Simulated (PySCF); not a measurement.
## Which method gave which barrier?

Saddle point of CH8BN, singlet (CH₅B ([BH2][CH3]) + NH₃ → BNH₄ ([BH2][NH2]) + CH₄; bonds formed: C2–H5; dative contacts that become bonds: B1–N6; bonds broken: B1–C2, H5–N6), PBE0-D4/def2-TZVP structure:

```csv
atom,x (Å),y (Å),z (Å)
B1,-0.6069,-0.3729,-0.3199
C2,0.7654,0.7915,-0.6293
H3,-0.3695,-1.3099,-1.0318
H4,-1.5974,0.2684,-0.5403
H5,0.3993,0.1515,0.5153
N6,-0.3960,-0.6838,1.2079
H7,0.4451,0.8648,-1.6688
H8,0.7279,1.7999,-0.2082
H9,1.7964,0.4273,-0.6342
H10,-1.0815,-0.3292,1.8537
H11,-0.0828,-1.6076,1.4557
```

PySCF 2.14 with density fitting (its default auxiliary sets; JK sets also for MP2 and CCSD(T)); basis: def2-TZVPP, with def2-QZVPP for the basis limit; cores frozen in the correlated methods. Extrapolation: Hartree–Fock as exp(−7.88 √X), correlation as X^−2.97. Four methods, as single points on the PBE0-D4 structures, gave these electronic barriers from the start structure: 143.5, 170.5, 195.3, 226.2 kJ/mol.

Problem. The methods were, in alphabetical order, BHLYP-D4, HF, PBE0-D4, SPW92. Which gave which? (Judge from chemistry; the calculation decides.)

Solution. By the calculation: SPW92 143.5; PBE0-D4 170.5; BHLYP-D4 195.3; HF 226.2 kJ/mol. For comparison, CCSD(T) at an estimated basis limit (MP2 extrapolated from triple and quadruple zeta, plus CCSD(T) − MP2 in triple zeta) gives 183.2 kJ/mol.

T1 diagnostic: at most 0.012.

The step is the kind of exchange with an N–H group that builds nitride films in atomic layer and chemical vapour deposition.

Labels in which every atom is bracketed show which atoms are joined, not bond orders.

For scale, one of the runs: CCSD(T)/def2-TZVPP, 205 basis functions, launched by `OMP_NUM_THREADS=4 python run.py`. The run took 7.3 min on 4 CPU threads of an Intel Xeon (shared host), with 2.5 GiB of host memory at its peak.
